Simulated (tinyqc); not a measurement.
Worked calculation: ROHF in the sto-6g basis, for CH, spin multiplicity 4. One step of it, computed by the program tinyqc.

Question. Iteration 3: DIIS coefficients. Solve [B -1; -1 0][c; lambda] = [0; -1] for the coefficients, which sum to one.

B (overlaps of the stored error matrices):
$$\begin{pmatrix}
4.9549977e-01 & 5.6393645e-02 & 5.6936563e-02 \\
5.6393645e-02 & 1.1134394e-01 & 1.3917273e-02 \\
5.6936563e-02 & 1.3917273e-02 & 1.1261224e-02
\end{pmatrix}$$

Give: DIIS coefficients.

Answer.

DIIS coefficients: [-0.117, -0.032, 1.148]
